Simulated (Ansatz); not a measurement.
System (SMILES): C#C (C2H2).
Atoms: C1, C2, H3, H4. Bonds: C1-C2, C1-H4, C2-H3.

Basis-set convergence of the highest harmonic wavenumber at PBE with Ansatz (a program for electronic structure). Each level at its own minimum, finite differences of forces, unscaled; the reference is a large set that could be run, not a limit. Cartesian d functions, on some or all atoms, in 6-31G*, 6-31G**; all else is spherical. The program fits the integrals of some runs and decomposes those of others, by size. No added dispersion term, no relativity. Reference: the value in aug-pcseg-2, 3443 cm⁻¹, itself unsure by roughly 1 cm⁻¹ (its mean distance from aug-cc-pVTZ, def2-TZVPPD). Deviations are taken from unrounded values.

| basis | functions | highest harmonic wavenumber (cm⁻¹) | minus reference (cm⁻¹) |
|---|---|---|---|
| 6-31G | 22 | 3488 | 45 |
| pcseg-0 | 22 | 3445 | 2 |
| 6-31G* | 34 | 3469 | 26 |
| pcseg-1 | 38 | 3453 | 10 |
| 6-31G** | 40 | 3468 | 25 |
| def2-SVPD | 56 | 3441 | -2 |
| aug-cc-pVDZ | 64 | 3454 | 11 |
| aug-pcseg-1 | 64 | 3442 | -1 |
| pcseg-2 | 88 | 3443 | 0 |
| def2-TZVPP | 90 | 3446 | 3 |
| jun-cc-pV(T+d)Z | 106 | 3439 | -4 |
| aug-cc-pVTZ | 138 | 3443 | 0 |
| aug-pcseg-2 | 138 | 3443 | 0 |
